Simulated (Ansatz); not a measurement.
Which isomer of HOPS gives these data?

These gas-phase data were calculated for one isomer of HOPS at PBE0-D3(BJ)/def2-SVP (harmonic, unscaled wavenumbers; equilibrium rotational constants with average atomic masses):

| Quantity | Value |
| --- | --- |
| rotational constants | 27.61, 4.473, 3.849 GHz |
| all wavenumbers above 1500 cm⁻¹ | 2697 |

Candidates:

(1) `O=PS`, a singlet
(2) `OP=S`, a singlet

Question: Which candidate do the data belong to?

Answer: Candidate (1). No mode falls between 3300 and 4000 cm⁻¹, where the O–H stretch of (2) would stand.

The same quantities for all candidates:

|  | rotational constants (GHz) | wavenumbers above 1500 cm⁻¹ | E above the lowest, PBE0-D3(BJ)/def2-SVP (kcal/mol) |
| --- | --- | --- | --- |
| (1) | 27.61, 4.473, 3.849 | 2697 | 10.3 |
| (2) | 25.29, 4.972, 4.155 | 3760 | 0.0 |

Each candidate is one conformer. Programs: Ansatz 0.2.0.
